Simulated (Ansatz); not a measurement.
**How the smallest direct gap on the k points sampled of rock-salt LiCl moves with the method**

No measured value is used here.

**Question.** Put these levels in order of the smallest direct gap on the k points sampled that they give for rock-salt LiCl, smallest first: B3LYP (VWN-RPA form) (Ansatz, a first-principles code), Hartree–Fock (Ansatz), r²SCAN0 (Ansatz).

**Answer.** B3LYP (VWN-RPA form) (8.11 eV), r²SCAN0 (8.94 eV), Hartree–Fock (15.19 eV)

Computed values are for a static lattice.  Values are at the measured cell. Cutoffs differ between the levels. Ansatz's density-functional and Hartree–Fock values are scalar-relativistic unless marked +SOC, with PAW data made under PBE.
